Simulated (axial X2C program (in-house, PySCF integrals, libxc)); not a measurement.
**Low determinants of PS at the PBE0 level, two-component**

All values were computed with an in-house relativistic program for diatomic molecules. Two-component (2c) means X2C with spin–orbit coupling and atomic mean-field two-electron Coulomb and Gaunt terms. Basis: S dyall-av3z [9s8p3d2f], P dyall-v3z [8s7p2d1f] (cores contracted in-house); Gaussian nuclei, density fitting, unrestricted open shells. Masses: S 31.972 u, P 30.974 u.

Search at 1.904 Å (vertical energies from the lowest determinant):

```json
{"ΔE (eV)": "0.00", "state": "Ω = 1/2", "electrons beyond evenly filled partner blocks": "ω = 1/2", "electrons in ±ω = 1/2, 3/2, 5/2, 7/2": "25 6 0 0"}
{"ΔE (eV)": "0.04", "state": "Ω = 3/2", "electrons beyond evenly filled partner blocks": "ω = 3/2", "electrons in ±ω = 1/2, 3/2, 5/2, 7/2": "24 7 0 0"}
{"ΔE (eV)": "2.72", "state": "Ω = 5/2", "electrons beyond evenly filled partner blocks": "ω = -1/2, 2 × ω = 3/2", "electrons in ±ω = 1/2, 3/2, 5/2, 7/2": "25 6 0 0"}
{"ΔE (eV)": "2.76", "state": "Ω = 1/2", "electrons beyond evenly filled partner blocks": "2 × ω = -1/2, ω = 3/2", "electrons in ±ω = 1/2, 3/2, 5/2, 7/2": "24 7 0 0"}
{"ΔE (eV)": "3.80", "state": "Ω = 3/2", "electrons beyond evenly filled partner blocks": "ω = 3/2", "electrons in ±ω = 1/2, 3/2, 5/2, 7/2": "26 5 0 0"}
{"ΔE (eV)": "3.84", "state": "Ω = 7/2", "electrons beyond evenly filled partner blocks": "ω = 1/2, 2 × ω = 3/2", "electrons in ±ω = 1/2, 3/2, 5/2, 7/2": "25 6 0 0"}
{"ΔE (eV)": "3.88", "state": "Ω = 5/2", "electrons beyond evenly filled partner blocks": "2 × ω = 1/2, ω = 3/2", "electrons in ±ω = 1/2, 3/2, 5/2, 7/2": "24 7 0 0"}
```

Lowest determinant, Ω = 1/2 (⟨Sz⟩ = -0.50, ⟨Lz⟩ = 1.00 at PBE0): Re = 1.902 Å, ωe = 764.5 cm⁻¹.

The determinant in row 2 of the search, Ω = 3/2 (⟨Sz⟩ = 0.50, ⟨Lz⟩ = 1.00 at PBE0), was followed along the bond at PBE0; measured from the minimum of the lowest determinant it gives:

Te = 0.042 eV (340 cm⁻¹), Re = 1.901 Å, ωe = 764.9 cm⁻¹.

(1) Compare the bond of the determinant in row 2 with that of the lowest one.

The search compares states at one distance, so a state with another bond length can lie lower; it is not exhaustive and yields mostly the lowest determinant of each block pattern, so other components and higher states of one pattern are missing. These are energies of single determinants, not of spin-adapted states; PBE0 term energies can be off by some tenths of an eV, and the functional has no current term.

Answers

(1) At PBE0 its Re is 0.001 Å shorter and its force constant, which goes as ωe², is 1.00 times that of the lowest determinant. T0 ≈ Te + Δωe/2 = 340 + (0) = 340 cm⁻¹.
